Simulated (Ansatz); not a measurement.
Reaction: CH5ClOSi (SMILES Cl[SiH2]CO) → CH3O (SMILES [CH2]O, doublet) + SiH2Cl (SMILES [SiH2]Cl, doublet) (the C-Si bond breaks)
Each species at its own B3LYP-D3(BJ)/def2-TZVP minimum (Ansatz, a first-principles code), one conformer.

Total energies in hartree (Ansatz). Radicals and triplets start from unrestricted determinants; spin-orbit coupling is neglected. Cores are frozen in correlated methods. No relativity.

```tsv
species	HF/cc-pV(T+d)Z	CCSD(T)/cc-pV(T+d)Z	HF/cc-pV(Q+d)Z	CCSD(T)/cc-pV(Q+d)Z	CCSD(T)/cc-pV(D+d)Z	CCSDT(Q)/cc-pV(D+d)Z
1: CH5ClOSi (SMILES OC[SiH2]Cl)	-864.19432	-864.99724	-864.21057	-865.07078	-864.75577	-864.75814
2: CH3O (SMILES O[CH2], doublet)	-114.46247	-114.88799	-114.47189	-114.92463	-114.76395	-114.76519
3: SiH2Cl (SMILES Cl[SiH2], doublet)	-749.64021	-749.98071	-749.64739	-750.01545	-749.86970	-749.87098
```

Task: Work out the bond dissociation energy (electronic) in kcal/mol: take Hartree-Fock from cc-pV(Q+d)Z, extrapolate the CCSD(T) correlation energy as X^-3 (X = 3, 4), and add CCSDT(Q) - CCSD(T) in cc-pV(D+d)Z. 1 hartree = 627.51 kcal/mol.

Result: 
Species 1: correlation (64·(-0.86021) - 27·(-0.80292))/37 = -0.90202; step -0.00237; E1 = -864.21057 + (-0.90202) + (-0.00237) = -865.11496
Species 2: correlation (64·(-0.45274) - 27·(-0.42552))/37 = -0.47260; step -0.00124; E2 = -114.47189 + (-0.47260) + (-0.00124) = -114.94573
Species 3: correlation (64·(-0.36806) - 27·(-0.34050))/37 = -0.38817; step -0.00128; E3 = -749.64739 + (-0.38817) + (-0.00128) = -750.03684
-1·E1 +1·E2 +1·E3 = 0.13239 hartree = 83.1 kcal/mol.
